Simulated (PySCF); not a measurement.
## One elementary step

Start structure (BH₂OF, closed shell), relaxed at PBE0-D4/def2-TZVP:

```xyz
5
angstrom
B -0.0644 0.3704 0.0208
H 0.4416 0.7710 -0.9883
O -0.1173 -0.9315 0.3595
H 0.2904 -1.5071 -0.2904
F -0.6047 1.2380 0.8600
```

The step: BH₂OF ([OH][BH][F]) → BOF + H₂; bonds formed: H2–H4; bonds broken: B1–H2, O3–H4. PySCF 2.14 with density fitting (its default auxiliary sets; JK sets also for MP2 and CCSD(T)); basis: def2-TZVPP and def2-QZVPP; cores frozen in the correlated methods. Extrapolation: Hartree–Fock as exp(−7.88 √X), correlation as X^−2.97. Energies below are by CCSD(T) at an estimated basis limit (MP2 extrapolated from triple and quadruple zeta, plus CCSD(T) − MP2 in triple zeta).

Question: What are the electronic barrier and the energy of the step, from the start structure to the end structure? (Judge from chemistry; the value comes from the calculation.)

Answer: The calculation gives: Barrier 274.3 kJ/mol; step energy 132.9 kJ/mol (uphill); reverse barrier, their difference, 141.4 kJ/mol. Barrier and step energy count from the start structure, the reverse barrier from the end structure.

The saddle point: One imaginary mode of 1484i cm⁻¹.
```
 pair  start (Å)  saddle (Å)  end (Å)
H2–H4       2.39        0.98     0.75
B1–H2       1.20        1.43     3.01
O3–H4       0.96        1.41     2.98
```

Zero-point energy (harmonic, PBE0-D4): ZPE is 79.7 kJ/mol at the start and 61.9 kJ/mol at the saddle, so the barrier goes from 274.3 to 256.5 kJ/mol.

First-order rate constant out of the start structure at 498 K by transition-state theory, with harmonic vibrational free energies alone and no tunnelling: ΔA‡ = 256.7 kJ/mol, so k = (kB T/h) exp(−ΔA‡/kB T) ≈ 10^-14 s⁻¹ (an order of magnitude at best: rotation, the number of equivalent paths and anharmonicity are left out).

The T1 diagnostic stays at or below 0.018.

Labels in which every atom is bracketed show which atoms are joined, not bond orders.

For scale, one of the runs: CCSD(T)/def2-TZVPP, 121 basis functions, launched by `OMP_NUM_THREADS=4 python run.py`. Hardware: 4 CPU threads of an Arm Neoverse V2, shared host. Wall time 34 s; peak host memory 0.61 GiB.
